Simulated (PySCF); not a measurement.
Species: (methylthio)acetonitrile, C3H5NS.
Structure used (PBE0-D3(BJ)/def2-SVP), in Å, numbered top down from 1:
```
atom  x, y, z in Å
C1    -1.5239    0.3111    0.1327
S2    -0.6642   -0.4345   -1.2665
C3     0.9450   -0.7649   -0.4911
C4     1.6213    0.4459   -0.0492
N5     2.1138    1.4255    0.3223
H6    -2.5131    0.6123   -0.2381
H7    -0.9955    1.2070    0.4914
H8    -1.6568   -0.4055    0.9569
H9     1.5546   -1.2726   -1.2538
H10    0.8365   -1.4560    0.3606
```

Method used: EOM-IP-CCSD/aug-cc-pVDZ in PySCF, restricted Hartree–Fock reference, 9 core orbitals frozen, non-relativistic, gas phase, PBE0-D3(BJ)/def2-SVP geometry.

Hartree–Fock orbital energies give these Koopmans values (eV): HOMO 10.03, HOMO-1 12.21, HOMO-2 12.68, HOMO-3 13.33, HOMO-4 14.73, HOMO-5 15.38, HOMO-6 16.28, HOMO-7 16.80.

Task: What vertical ionisation energies does EOM-IP-CCSD give?

Result: 
```csv
leading hole (HF orbital),Koopmans (eV),EOM-IP-CCSD (eV),change (eV),one-hole share
HOMO,10.03,9.30,-0.73,0.96
HOMO-1,12.21,11.67,-0.54,0.96
HOMO-2,12.68,12.34,-0.34,0.95
HOMO-3,13.33,12.77,-0.56,0.95
HOMO-5,15.38,13.08,-2.30,0.93
HOMO-4,14.73,13.88,-0.85,0.95
HOMO-6,16.28,15.09,-1.19,0.95
HOMO-7,16.80,15.62,-1.18,0.94
```

Task: Does the order of the lines follow the orbital energies?

Result: No: the HOMO-5 hole (13.08 eV) falls below the HOMO-4 hole (13.88 eV). The corrections run from -2.30 to -0.34 eV, with a mean of -0.96 eV over the 8 lines; no line lies above its Koopmans value. Koopmans values leave out both the relaxation of the orbitals and the change in correlation energy.

Task: At what kinetic energies would He II light (40.81 eV) eject these electrons?

Result: 31.51 eV (HOMO), 29.14 eV (HOMO-1), 28.47 eV (HOMO-2), 28.04 eV (HOMO-3), 27.73 eV (HOMO-5), 26.93 eV (HOMO-4), 25.72 eV (HOMO-6), 25.19 eV (HOMO-7).

One root was sought for each valence orbital with −ε under 21 eV, eight at most, so deeper holes and satellites are missing; no vibrational structure.

One conformer stands for the species.
